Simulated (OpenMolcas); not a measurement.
# BH3 (borane), step by step

We compute a single-point energy (HF/ANO-R0), then the energy (CASSCF(6,6)/ANO-R1), then a single-point energy (CASPT2(6,6)/ANO-R1) of BH3 (borane). 

The results are computed with OpenMolcas 26.06.

### Step 1. The system as given

BH3 has 4 atoms, charge 0, and is taken as a singlet. SMILES: `B`. The coordinates come from a PBE0-D4/def2-TZVP relaxation.

Bond lengths: B1–H2 1.193 Å, B1–H3 1.193 Å, B1–H4 1.193 Å. Angles: H2–B1–H3 120.0°, H2–B1–H4 120.0°, H3–B1–H4 120.0°.

### Step 2. The energy at HF/ANO-R0 (sfX2C) (run 1)

Contents of step1.inp:

```
&GATEWAY
  Coord
  4
  bohr
  B      0.02626719    -0.02853486    -0.00963760
  H      1.85608900     0.72130846     1.07487622
  H     -0.52194236    -2.21438107     0.08125822
  H     -1.25553404     1.40765699    -1.18466931
  Basis
  ANO-R0
  Group
  NoSym

&SEWARD

&SCF
  PrOrbitals
  0
```

On the command line:

```bash
$ export MOLCAS_MEM=1860
$ pymolcas step1.inp > step1.log
```

What it wrote:

```text
--- Start Module: gateway ---
[...]
--- Stop Module: gateway /rc=_RC_ALL_IS_WELL_ ---
--- Start Module: seward ---
[...]
      Basis functions            8
--- Stop Module: seward /rc=_RC_ALL_IS_WELL_ ---
--- Start Module: scf ---
[...]
       Convergence after   7 Iterations
[...]
::    Total SCF energy                                -26.0897227963
[...]
      Total spin, S                                     0.0000000000
[...]
      Total electronic charge=    8.000000
      Total            charge=   -0.000000
[...]
      Dipole Moment (debye):
      Origin of the operator (angstrom)=    0.0139   -0.0151   -0.0051
                   X=  4.5672E-05               Y=  3.2208E-06               Z= -1.0380E-04           Total=  1.1345E-04
      Quadrupole Moment (debye*angstrom):
[...]
--- Stop Module: scf /rc=_RC_ALL_IS_WELL_ ---
[...]
```

Wall time 1.9 s (1 thread of Arm Neoverse V1, shared host); peak memory 0.37 GiB.

### Step 3. A single-point energy at CASSCF(6,6)/ANO-R1 (sfX2C, RICD fitting) (run 2)

Contents of step2.inp:

```
* BH3 CASSCF
>>> EXPORT MOLCAS_PRINT=2

&gateway
 coord
 4
 bohr
 B      0.02626719    -0.02853486    -0.00963760
 H      1.85608900     0.72130846     1.07487622
 H     -0.52194236    -2.21438107     0.08125822
 H     -1.25553404     1.40765699    -1.18466931
 basis=ANO-R0
 group=NoSym

&seward

&rasscf
 fileorb=$CurrDir/step1.ScfOrb
 spin=1
 nactel=6 0 0
 inactive=1
 ras2=6
 orblisting=Nothing
>>> COPY $Project.RunFile RUNFIL1
>>> COPY $Project.RasOrb INPORB

&gateway
 coord
 4
 bohr
 B      0.02626719    -0.02853486    -0.00963760
 H      1.85608900     0.72130846     1.07487622
 H     -0.52194236    -2.21438107     0.08125822
 H     -1.25553404     1.40765699    -1.18466931
 basis=ANO-R1
 group=NoSym
 ricd

&seward
>>> COPY $Project.RunFile RUNFIL2

&expbas

&rasscf
 fileorb=$Project.ExpOrb
 spin=1
 nactel=6 0 0
 inactive=1
 ras2=6
 orblisting=Nothing
 orbappear=Compact
```

On the command line:

```bash
$ export MOLCAS_MEM=1860
$ pymolcas step2.inp > step2.log
```

What it wrote:

```text
--- Start Module: gateway ---
[...]
      Basis functions            8
[...]
      Number of active orbitals                  6
[...]
      Spin quantum number                      0.0
[...]
      Active orbitals                            6
[...]
      Number of CSFs                           175
[...]
      Number of root(s) required                 1
[...]
      Convergence after 18 iterations
[...]
      printout of CI-coefficients larger than  0.05 for root  1
      energy=     -26.116682
      conf/sym  111111     Coeff  Weight
             1  222000  -0.98795 0.97605
            16  220002   0.06479 0.00420
            27  u2d0ud  -0.06156 0.00379
            41  022200   0.07791 0.00607
            43  022020   0.05106 0.00261
      Natural orbitals and occupation numbers for root  1
      sym 1:   1.974960   1.994177   1.982551   0.016381   0.016273   0.015658
      ************************************************************************************************************************
      *                                                    Final results                                                     *
[...]
::    RASSCF root number  1 Total energy:    -26.11668224
[...]
      Basis functions           29
[...]
--- Start Module: expbas ---
[...]
      Convergence after 39 iterations
[...]
      Natural orbitals and occupation numbers for root  1
      sym 1:   1.986248   1.981200   1.981199   0.015912   0.019529   0.015913
      ************************************************************************************************************************
      *                                                    Final results                                                     *
[...]
::    RASSCF root number  1 Total energy:    -26.44782661
[...]
      Total electronic charge=    8.000000
      Total            charge=   -0.000000
[...]
```

It took 5.7 s on 1 thread of Arm Neoverse V1, shared host; peak memory 0.37 GiB.

### Step 4. The energy at CASPT2(6,6)/ANO-R1 (sfX2C, RICD fitting, ipea shift 0.25 Eh, pt2 variant SS) (run 3)

Contents of step3.input:

```
* BH3 CASPT2

&gateway
 coord
 4
 bohr
 B      0.02626719    -0.02853486    -0.00963760
 H      1.85608900     0.72130846     1.07487622
 H     -0.52194236    -2.21438107     0.08125822
 H     -1.25553404     1.40765699    -1.18466931
 basis
 ANO-R1
 group
 NoSym
 ricd

&seward

&rasscf
 fileorb
 $CurrDir/step2.RasOrb
 spin
 1
 nactel
 6 0 0
 inactive
 1
 ras2
 6
 orblisting
 Nothing
 orbappear
 Compact

&caspt2
 imaginary
 0.2
```

On the command line:

```bash
$ export MOLCAS_MEM=1860
$ pymolcas step3.input > step3.log
```

What it wrote:

```text
--- Start Module: gateway ---
[...]
--- Stop Module: gateway /rc=_RC_ALL_IS_WELL_ ---
[...]
      Basis functions           29
[...]
--- Start Module: rasscf ---
[...]
      Number of active orbitals                  6
[...]
      Spin quantum number                      0.0
[...]
      Active orbitals                            6
[...]
      Number of CSFs                           175
[...]
      Number of root(s) required                 1
[...]
      Convergence after  4 iterations
[...]
      printout of CI-coefficients larger than  0.05 for root  1
      energy=     -26.447827
      conf/sym  111111     Coeff  Weight
             1  222000  -0.98719 0.97455
            27  u2d0ud  -0.05742 0.00330
            36  ud2ud0   0.05743 0.00330
      Natural orbitals and occupation numbers for root  1
      sym 1:   1.986248   1.981200   1.981199   0.015912   0.019529   0.015913
      ************************************************************************************************************************
      *                                                    Final results                                                     *
[...]
::    RASSCF root number  1 Total energy:    -26.44782661
[...]
      Total electronic charge=    8.000000
      Total            charge=   -0.000000
[...]
      Dipole Moment (debye):
      Origin of the operator (angstrom)=    0.0139   -0.0151   -0.0051
                   X=  5.6253E-05               Y= -3.0605E-05               Z= -1.5466E-04           Total=  1.6739E-04
      Quadrupole Moment (debye*angstrom):
[...]
--- Stop Module: rasscf /rc=_RC_ALL_IS_WELL_ ---
--- Start Module: caspt2 ---
[...]
      E2 (Variational):          -0.0579353168
      Total energy:             -26.5057619258
[...]
      Reference weight:           0.97757
[...]
::    CASPT2 Root  1     Total energy:    -26.50576193
[...]
```

It took 2.3 s on 1 thread of Arm Neoverse V1, shared host; peak memory 0.082 GiB.

### Step 5. What came out

| quantity | value |
| --- | --- |
| run 1, HF/ANO-R0: total energy | -26.08972 Eh |
| run 1, HF/ANO-R0: dipole moment | 0.00 D |
| run 1, HF/ANO-R0: HOMO energy | -14.82 eV |
| run 1, HF/ANO-R0: LUMO energy | -0.09 eV |
| run 1, HF/ANO-R0: HOMO–LUMO gap | 14.72 eV |
| run 2, CASSCF(6,6)/ANO-R1: total energy | -26.44783 Eh |
| run 2, CASSCF(6,6)/ANO-R1: dipole moment (CASSCF density) | 0.00 D |
| run 3, CASPT2(6,6)/ANO-R1: total energy | -26.50576 Eh |
| run 3, CASPT2(6,6)/ANO-R1: dipole moment (CASSCF density) | 0.00 D |

In words: Mulliken charges (run 2, CASSCF(6,6)/ANO-R1) run from -0.17 on B1 to +0.06 on H2; they depend strongly on the basis. Mulliken charges (run 3, CASPT2(6,6)/ANO-R1) of the CASSCF density run from -0.17 on B1 to +0.06 on H2; they depend strongly on the basis.
